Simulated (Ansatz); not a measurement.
fcc Cu

Level of theory: r²SCAN (Ansatz, an electronic-structure program, plane waves, PAW).

Settings: plane-wave cutoff 600 eV, 16×16×16 k mesh, Fermi–Dirac smearing 0.1 eV, finite displacements, force constants from a 4×4×4 q mesh, no spin polarisation, scalar-relativistic PAW data made under PBE.

Cell: relaxed at this level.

```
Property                  Result
-----------------  -------------
zero-point energy  0.032 eV/atom
```
